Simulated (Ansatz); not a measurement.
# C6H12 (methylcyclopentane): BLYP/6-31G(d) (spherical functions)

Aim: the energy change on altering one bond length of C6H12 (methylcyclopentane) at BLYP/6-31G* (spherical functions), from 2 runs. 

The calculation is run with Ansatz 0.2.0.

19 further runs of the same task are left out: 1 that didn't finish, 18 set aside as unsound or not needed.

## (1) The structure to begin with

C6H12 has 18 atoms, charge 0, and is taken as a singlet. SMILES: `CC1CCCC1`. The shape is that of a PBE0-D4/def2-TZVP optimisation. This is one conformer, not always the lowest.

Some bond lengths: C1–C2 1.514 Å, C2–C3 1.526 Å, C3–C4 1.532 Å, C4–C5 1.547 Å, C2–C6 1.526 Å, C5–C6 1.532 Å, C1–H7 1.095 Å, C1–H8 1.093 Å, C1–H9 1.093 Å, C2–H10 1.099 Å, C3–H11 1.097 Å, C3–H12 1.093 Å, C4–H13 1.093 Å, C4–H14 1.092 Å, C5–H15 1.093 Å, C5–H16 1.092 Å. Some angles: C1–C2–C3 114.7°, C1–C2–C6 114.6°, C3–C2–C6 101.9°, C2–C3–C4 104.7°, C3–C4–C5 105.6°, C4–C5–C6 105.6°, C2–C6–C5 104.8°, C1–C2–H10 109.0°, C3–C2–H10 108.1°, C6–C2–H10 108.1°.

## (2) A single-point energy at BLYP/6-31G(d) (spherical functions)

The input, in.yaml:

```yaml
crystal:
  periodic: [false, false, false]
  atoms:
    - symbol: C
      position_ang: [1.205820, -1.782710, 0.205580]
    - symbol: C
      position_ang: [0.653600, -0.373720, 0.264760]
    - symbol: C
      position_ang: [0.403000, 0.269490, -1.096340]
    - symbol: C
      position_ang: [-0.490040, 1.477080, -0.795690]
    - symbol: C
      position_ang: [-1.228180, 1.130880, 0.519190]
    - symbol: C
      position_ang: [-0.716550, -0.254930, 0.926780]
    - symbol: H
      position_ang: [0.522920, -2.439790, -0.342380]
    - symbol: H
      position_ang: [2.174220, -1.813190, -0.300730]
    - symbol: H
      position_ang: [1.340610, -2.203190, 1.205640]
    - symbol: H
      position_ang: [1.357520, 0.263110, 0.818890]
    - symbol: H
      position_ang: [-0.129480, -0.450460, -1.729510]
    - symbol: H
      position_ang: [1.323880, 0.537670, -1.620070]
    - symbol: H
      position_ang: [0.118950, 2.374720, -0.662600]
    - symbol: H
      position_ang: [-1.179770, 1.688420, -1.615150]
    - symbol: H
      position_ang: [-0.991360, 1.866510, 1.291780]
    - symbol: H
      position_ang: [-2.313350, 1.144350, 0.400200]
    - symbol: H
      position_ang: [-0.682870, -0.397360, 2.009730]
    - symbol: H
      position_ang: [-1.368930, -1.036890, 0.519920]
basis:
  gaussian:
    orbitals: 6-31G_st_-spherical.json
hamiltonian:
  xc: {name: BLYP}
accuracy: high
output:
  orbitals: {seedname: orbitals}
```

The basis set 6-31G* is read from a file made from the Basis Set Exchange's data (not shown).

Command:

```
$ ansatz run in.yaml --threads 1 --pin off --max-ram 3480MiB --events-out events.jsonl --progress --plain --runs-dir runs
```

Log:

```text
Warning: RAYON_NUM_THREADS=1 ignored (pool sized by the plan → 1); use --threads N
Functional definition: BLYP
  name "BLYP"
  parameter beta = 0.0042
  parameter a = 0.04918
  parameter b = 0.132
  parameter c = 0.2533
  parameter d = 0.349
  exchange = b88_x(beta = beta)
  correlation = lyp_c(a = a, b = b, c = c, d = d)
2864 factors; integrals over basis functions are off by at most 3.1e-9 eV
mean field evaluation 1: about -6398.3480 eV, gradient 7.7e1 eV
mean field evaluation 2: about -6375.0974 eV, gradient 1.2e2 eV
mean field evaluation 4: about -6413.5994 eV, gradient 5.6e0 eV
mean field evaluation 8: about -6413.6490 eV, gradient 8.8e-2 eV
mean field evaluation 16: about -6413.6490 eV, gradient 2.9e-6 eV
mean field -6413.64901898 eV, -235.6972541200 hartree, gradient 3.4e-8 eV, S^2 0.000000; 0 other end points of the search recorded, 0 dependent functions left out
reference -6413.64907623 eV, -235.6972562239 hartree; 24, 24 occupied and 84, 84 virtual orbitals, 2864 factors
Total energy: -6413.64907623 eV, -235.6972562239 hartree
```

Wall time 14 s (1 thread of Arm Neoverse V1, shared host); peak memory 0.38 GiB.

## (3) The distorted shape, same level

The input, in.yaml:

```yaml
basis:
  gaussian:
    orbitals: 6-31G_st_-spherical.json
crystal:
  periodic: [false, false, false]
  atoms:
    - {symbol: C, position_ang: [1.097984, -1.446312, -0.594500]}
    - {symbol: C, position_ang: [0.545764, -0.037322, -0.535320]}
    - {symbol: C, position_ang: [0.295164, 0.605888, -1.896420]}
    - {symbol: C, position_ang: [-0.597876, 1.813478, -1.595770]}
    - {symbol: C, position_ang: [-1.336016, 1.467278, -0.280890]}
    - {symbol: C, position_ang: [-0.824386, 0.081468, 0.126700]}
    - {symbol: H, position_ang: [0.415084, -2.103392, -1.142460]}
    - {symbol: H, position_ang: [2.066384, -1.476792, -1.100810]}
    - {symbol: H, position_ang: [1.340610, -2.203190, 1.205640]}
    - {symbol: H, position_ang: [1.249684, 0.599508, 0.018810]}
    - {symbol: H, position_ang: [-0.237316, -0.114062, -2.529590]}
    - {symbol: H, position_ang: [1.216044, 0.874068, -2.420150]}
    - {symbol: H, position_ang: [0.011114, 2.711118, -1.462680]}
    - {symbol: H, position_ang: [-1.287606, 2.024818, -2.415230]}
    - {symbol: H, position_ang: [-1.099196, 2.202908, 0.491700]}
    - {symbol: H, position_ang: [-2.421186, 1.480748, -0.399880]}
    - {symbol: H, position_ang: [-0.790706, -0.060962, 1.209650]}
    - {symbol: H, position_ang: [-1.476766, -0.700492, -0.280160]}
hamiltonian:
  xc: {name: BLYP}
accuracy: high
output: {orbitals: {seedname: orbitals}}
```

The basis set 6-31G* is read from a file made from the Basis Set Exchange's data (not shown).

Command:

```
$ ansatz run in.yaml --threads 1 --pin off --max-ram 3480MiB --events-out events.jsonl --progress --plain --runs-dir runs
```

Log:

```text
Warning: RAYON_NUM_THREADS=1 ignored (pool sized by the plan → 1); use --threads N
Functional definition: BLYP
  name "BLYP"
  parameter beta = 0.0042
  parameter a = 0.04918
  parameter b = 0.132
  parameter c = 0.2533
  parameter d = 0.349
  exchange = b88_x(beta = beta)
  correlation = lyp_c(a = a, b = b, c = c, d = d)
2871 factors; integrals over basis functions are off by at most 3.2e-9 eV
mean field evaluation 1: about -6392.7652 eV, gradient 8.0e1 eV
mean field evaluation 2: about -6355.4484 eV, gradient 1.4e2 eV
mean field evaluation 4: about -6410.3291 eV, gradient 1.1e1 eV
mean field evaluation 8: about -6410.6289 eV, gradient 1.7e-1 eV
mean field evaluation 16: about -6410.6045 eV, gradient 1.1e-4 eV
mean field -6410.60449972 eV, -235.5853701009 hartree, gradient 7.0e-8 eV, S^2 0.000000; 0 other end points of the search recorded, 0 dependent functions left out
reference -6410.60455951 eV, -235.5853722981 hartree; 24, 24 occupied and 84, 84 virtual orbitals, 2871 factors
Total energy: -6410.60455951 eV, -235.5853722981 hartree
```

Wall time 14 s (1 thread of Arm Neoverse V1, shared host); peak memory 0.38 GiB.

## (4) What came out

At BLYP/6-31G* (spherical functions):

| quantity | value |
| --- | --- |
| first shape: total energy | -235.69726 Eh |
| first shape: HOMO energy | -6.98 eV |
| first shape: LUMO energy | 1.71 eV |
| first shape: HOMO–LUMO gap | 8.69 eV |
| distorted shape: total energy | -235.58537 Eh |
| distorted shape: HOMO energy | -6.03 eV |
| distorted shape: LUMO energy | -1.88 eV |
| distorted shape: HOMO–LUMO gap | 4.15 eV |
| energy change with the C1–H9 bond stretched from 1.093 to 1.968 Å | 3.045 eV |

In words: With the C1–H9 bond stretched from 1.093 to 1.968 Å the energy rises by 3.04 eV (294 kJ/mol). The first shape isn't relaxed at this level, so the change isn't measured from a minimum. A restricted reference can't describe the breaking bond well at this length.
